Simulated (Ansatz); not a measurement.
# SiHO₂+ (SMILES O=[Si]=[OH+]): functionals against CCSD(T) at one geometry

An exercise on one series of results from a longer session: the logs are not shown, and one member is left open.

Program: Ansatz 0.2.0, Gaussian basis. Level of theory: single points in def2-TZVPP. These are calculated values, not measurements.

Correlated methods freeze the cores.

### The system as given

SMILES `O=[Si]=[OH+]`, 4 atoms, charge 1, spin multiplicity 1.

Atoms are counted from 1 here; the program's logs count them from 0.

Bond lengths: O1–Si2 1.478 Å, Si2–O3 1.524 Å, O3–H4 0.973 Å. Angles: O1–Si2–O3 179.2°, Si2–O3–H4 175.9°.

Geometry (Å):

```xyz
4

O    -1.9844    0.7100   -0.0239
Si   -0.5907    0.2192   -0.0119
O     0.8499   -0.2780    0.0183
H     1.7445   -0.6598    0.0429
```

Set-up of the first run:

Contents of run/in.yaml:

```yaml
crystal:
  periodic: [false, false, false]
  atoms:
    - {symbol: O, position_ang: [-1.984400, 0.710000, -0.023900]}
    - {symbol: Si, position_ang: [-0.590700, 0.219200, -0.011900]}
    - {symbol: O, position_ang: [0.849900, -0.278000, 0.018300]}
    - {symbol: H, position_ang: [1.744500, -0.659800, 0.042900]}
basis:
  gaussian: {orbitals: def2-TZVPP}
total_charge: 1
correlation: {method: ccsd_t}
output: {forces: true}
```

No record of the launch command was kept for these runs.

Among the steps run: CCSD(T)/def2-TZVPP; PBE0-D4/def2-TZVPP; wB97M-V/def2-TZVPP; r2SCAN-D4/def2-TZVPP; PBE-D4/def2-TZVPP; LC-wPBE/def2-TZVPP; CAM-B3LYP-D4/def2-TZVPP.

One of the session's tables, all rows but one given; the rest of the session is left out.

| method | RMS force component (eV/Å) | angle to CCSD(T) forces (°) |
| --- | --- | --- |
| CCSD(T) | 0.870 | reference |
| PBE0-D4 | 0.601 | 16.0 |
| wB97M-V | ? | ? |
| r2SCAN-D4 | 0.678 | 7.1 |
| PBE-D4 | 0.852 | 12.9 |
| LC-wPBE | 0.480 | 29.5 |
| CAM-B3LYP-D4 | 0.546 | 26.2 |

Estimate the missing values for wB97M-V.

As computed: RMS force component (eV/Å): 0.571; angle to CCSD(T) forces (°): 13.5. In the column «RMS force component (eV/Å)» it lies between CAM-B3LYP-D4 (0.546) and PBE0-D4 (0.601).
